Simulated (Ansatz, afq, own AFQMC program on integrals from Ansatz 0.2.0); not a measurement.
AFQMC on a folder of integrals that Ansatz 0.2.0 wrote.

```yaml
crystal:
  periodic: [false, false, false]
  atoms:
    - {symbol: B, position_ang: [0.000000, 0.000000, 0.752901]}
    - {symbol: B, position_ang: [0.000000, 0.000000, -1.009563]}
    - {symbol: H, position_ang: [0.000000, 1.023985, 1.376457]}
    - {symbol: H, position_ang: [0.000000, -1.023985, 1.376457]}
basis:
  gaussian: {orbitals: cc-pVDZ}
total_charge: 1
magnetization: {spin_polarized: false, initial_magnetization: 1}
correlation: {method: ccsd_t, electrons: outside_noble_gas, hamiltonian_folder: ham}
```

```sh
$ ansatz run in.yaml --threads 1 --pin off --events-out ev --progress --plain --max-ram 1382MiB
```

afq runs on the folder ham with

```
--method phaseless --trial cisd --walkers 60 --populations 1 --least-time 40 --time-step 0.005 --steps-per-block 50 --equilibration-blocks 28 --max-blocks 300 --target-error 0.00032 --factor-cut 1e-05 --start spin_pure --seed 6151 --release-times 0.24,0.51,0.99,1.62,2.4 --release-step 0.03 --release-every 4 --taylor-order 6
```

Times are imaginary, in 1/Eh. The walk had a cap of 864 s.

Log:

```
orbitals 36  electrons 4 3  factors 278 of 350
reference energy -50.08454157 Eh
CCSD correlation -0.13616430 Eh in 12 cycles, weight of the determinant in the CISD state 0.9047
energy of the start -50.220706 Eh
 block  time / (1/Eh)  mean weight  energy / Eh
     1     0.250  1.0009  -50.219732
     2     0.500  1.0010  -50.220020
     3     0.750  0.9994  -50.220827
     4     1.000  0.9990  -50.221587
     5     1.250  0.9979  -50.220939
     9     2.250  0.9990  -50.225131
    21     5.250  0.9983  -50.225562
    37     9.250  1.0000  -50.221404
    53    13.250  0.9986  -50.226741
    57    14.250  0.9996  -50.231422
    69    17.250  0.9995  -50.227047
    73    18.250  1.0002  -50.220610
    85    21.250  1.0007  -50.228621
   101    25.250  1.0004  -50.224466
   117    29.250  0.9999  -50.222096
   133    33.250  1.0014  -50.226516
   149    37.250  1.0008  -50.224384
   165    41.250  1.0030  -50.222853
   181    45.250  1.0021  -50.227845
   197    49.250  1.0025  -50.222007
blocks merged  error / Eh  count
     1  0.000180  170
     2  0.000230  85
     4  0.000296  42
     8  0.000316  21
    16  0.000288  10
released: time / (1/Eh)  energy / Eh  error  mean overlap
  0.24  -50.224172  0.000253  0.9997
  0.51  -50.224205  0.000236  1.0012
  0.99  -50.224254  0.000291  0.9984
  1.62  -50.224478  0.000368  0.9996
  2.40  -50.225266  0.000381  0.9887
energy -50.224311 +/- 0.000316 Eh
(rows thinned)
```

The run passed its tests (sampling time, drift between the halves within three errors, error under three times the target), which doesn't prove that it has relaxed.

Against this walk (error 8.6 meV) on the same determinant: CCSD(T) 13.8 meV higher (within the noise), CCSDT(Q) 14.4 meV lower (within the noise). The error is statistical and leaves out the bias of the constraint. The released energies are still falling (meV from the phaseless value at times in 1/Eh: 4 ± 7 at 0.24, 3 ± 6 at 0.51, 2 ± 8 at 0.99, -5 ± 10 at 1.62, -26 ± 10 at 2.40), so they give no level.

Cautions: constraint bias not in the error.

The walk took 3.6 min on 1 thread of Arm Neoverse V1, on a shared host. The log's last line is the phaseless energy.

CCSDT and higher add their correlation energy to the determinant of the CCSD(T) run, since their own runs factorise the integrals more tightly (a shift of under 2 meV). A walk keeps the symmetry of its determinant, which the program's search chose and which needn't be the lowest solution, so a lower state of the same spin and another symmetry isn't excluded.
